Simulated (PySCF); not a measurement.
From one molecule to another.

First species: C3H11P3.
InChI=1S/C3H11P3/c1-6(5)3-2-4/h2-5H2,1H3

Second species: C5H9F.
Structure used (GFN2-xTB), in Å, numbered top down from 1:
```
atom  x, y, z in Å
C1     1.9357   -0.3576    0.2151
C2     0.7474    0.5448    0.5390
C3    -0.3885    0.3336   -0.4317
F4    -0.0533    0.7565   -1.6994
C5    -1.2886   -0.8573   -0.3650
C6    -1.8232    0.5167   -0.0541
H7     1.6494   -1.4043    0.2892
H8     2.7532   -0.1690    0.9062
H9     2.2842   -0.1662   -0.7968
H10    1.0580    1.5915    0.4898
H11    0.3835    0.3421    1.5472
H12   -1.5882   -1.3134   -1.2954
H13   -1.1461   -1.5553    0.4452
H14   -2.0529    0.7696    0.9693
H15   -2.4750    0.9766   -0.7805
```

Levels: CAM-B3LYP/def2-SVPD for dipole moment, HOMO energy, LUMO energy, HOMO–LUMO gap, static isotropic polarisability and electronic spatial extent ⟨r²⟩ about the centre of nuclear charge; TDDFT CAM-B3LYP/def2-SVPD for lowest singlet excitation; TDA CAM-B3LYP/def2-SVPD for lowest triplet excitation (Tamm–Dancoff); GFN2-xTB for rotational constant A and rotational constant C. Geometries: GFN2-xTB. Each structure is a single optimised conformer of the isolated species, non-relativistic unless stated. Electronic properties by PySCF.

Dipoles, sizes and rotational constants follow the conformer. The torsions of the flexible species, by atom-mapped SMILES:
- `[CH3:1][P:2]([PH2:3])[CH2:4][CH2:5][PH2:6]`: C1–P2–C4–C5 -75°, P2–C4–C5–P6 -176°, H–P3–P2–C1 176°, H–P3–P2–C1 83°, H–P6–C5–C4 48°, H–P6–C5–C4 -45°
- `[CH3:1][CH2:2][C:3]1([F:4])[CH2:5][CH2:6]1`: C1–C2–C3–F4 -67°

Question: Which has the higher HOMO–LUMO gap?

Answer: The second: 10.69 eV against 8.46 eV, a difference of 2.23 eV.

Question: Which of the two has the higher static isotropic polarisability, and by how much?

Answer: The first: 118.1 au against 58.9 au, a difference of 59.2 au.

Question: Which of the two has the higher ⟨r²⟩, and by how much?

Answer: The first: 1701 bohr² against 600 bohr², a difference of 1101 bohr².

Question: Which has the higher rotational constant C?

Answer: The second: 2.424 GHz against 0.651 GHz, a difference of 1.773 GHz.

Question: Which has the higher HOMO energy?

Answer: The first: -7.59 eV against -9.32 eV, a difference of 1.73 eV.

Question: Which has the higher LUMO energy?

Answer: The second: 1.37 eV against 0.87 eV, a difference of 0.50 eV.

Question: Which has the higher T1 energy?

Answer: The second: 7.59 eV against 4.46 eV, a difference of 3.13 eV.

Question: Which of the two has the higher rotational constant A, and by how much?

Answer: The second: 5.557 GHz against 3.672 GHz, a difference of 1.885 GHz.

On the first: S1 lies 2.90 eV below the HOMO–LUMO gap; its leading configuration is HOMO→LUMO, weight 0.80. In atomic units the dipole is 0.29 e·bohr (1 au = 2.5417 D).

On the second: S1 lies 2.94 eV below the HOMO–LUMO gap; its leading configuration is HOMO→LUMO, weight 0.88.
